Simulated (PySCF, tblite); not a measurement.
# C3H6N2: geometry, infrared bands, NMR shifts and spin-spin couplings

What infrared bands, NMR shifts and spin-spin couplings should C3H6N2 (`C=N/N=C\C`) show?

The runs use tblite 0.8.0 and PySCF 2.14.0, with density-fitted response routines of our own; the level of theory stands in each step. All values are computed, except where a source is named. Atoms are numbered from 0 throughout.

## 1. The starting structure

11 atoms, charge 0, multiplicity 1; geometry from: force field or distance geometry start.

Bonds of the start (Å): C0–N1 1.30, N1–N2 1.37, N2–C3 1.29, C3–C4 1.51, C0–H5 1.08, C0–H6 1.09, C3–H7 1.09, C4–H8 1.12, C4–H9 1.12, C4–H10 1.12.

## 2. Optimising the geometry with GFN2-xTB

The job: settings as JSON, then the geometry in Å.

```
{"job": {"kind": "relax", "xc": "GFN2-xTB", "basis": "xTB"}, "charge": 0, "multiplicity": 1}
C      2.092300    -0.082900    -0.033000
N      1.100700    -0.015900    -0.875600
N      0.161300     0.977000    -0.879200
C     -0.998800     0.786600    -0.342200
C     -1.351100    -0.510700     0.337200
H      2.213400     0.678800     0.728200
H      2.793200    -0.911300    -0.099600
H     -1.754300     1.573100    -0.338300
H     -0.504300    -0.808500     1.008800
H     -2.304300    -0.375800     0.905300
H     -1.442700    -1.307700    -0.437600
```

Launch:

```sh
OMP_NUM_THREADS=1 python probes_run.py task.json out
```

This one command runs all jobs of the session in turn.

**Question.** This job is followed by: GFN2-xTB harmonic vibrations, gas phase; GIAO PBE0/pcSseg-1 NMR shielding, non-relativistic, gas phase; B3LYP/pcJ-1 indirect spin-spin coupling, non-relativistic, gas phase. What will the session give for the following? strongest single infrared mode (GFN2-xTB); zero-point energy (GFN2-xTB); ¹³C shifts against TMS (PBE0/pcSseg-1); ¹H shifts against TMS (PBE0/pcSseg-1, means over atoms taken as alike); ¹⁵N shifts against NH3 (PBE0/pcSseg-1); largest coupling of the table (B3LYP/pcJ-1).

As calculated:

| quantity | value |
| --- | --- |
| strongest single infrared mode (GFN2-xTB) | 2958 cm⁻¹, 78 km/mol |
| zero-point energy (GFN2-xTB) | 54.6 kcal/mol |
| ¹³C shifts against TMS (PBE0/pcSseg-1) | 123.4, 115.2, 14.7 ppm |
| ¹H shifts against TMS (PBE0/pcSseg-1, means over atoms taken as alike) | 6.20, 6.10, 6.05, 1.71 ppm |
| ¹⁵N shifts against NH3 (PBE0/pcSseg-1) | 404.8, 390.6 ppm |
| largest coupling of the table (B3LYP/pcJ-1) | ¹J(C,H) C0–H6, 197.0 Hz |

In words: Over 90 steps the energy fell by 0.409 eV; of the close pairs, N1–N2 changed most, 1.367 to 1.280 Å. No mode is imaginary among the 27: a minimum at this level. The strongest single mode, at 2958 cm⁻¹, moves mainly H5. Unscaled tight-binding wavenumbers are off by several per cent, some by more. Its intensities can rank the bands wrongly. At PBE0/pcSseg-1: The largest span, 549 ppm, is at N1, where the paramagnetic term is -463 ppm. In the run at B3LYP/pcJ-1, the largest coupling of the table is C0–H6, 197.0 Hz, of which the Fermi-contact term gives 196.1 Hz. Couplings across rotatable bonds belong to this one conformer; where others are populated, the observed values are averages.
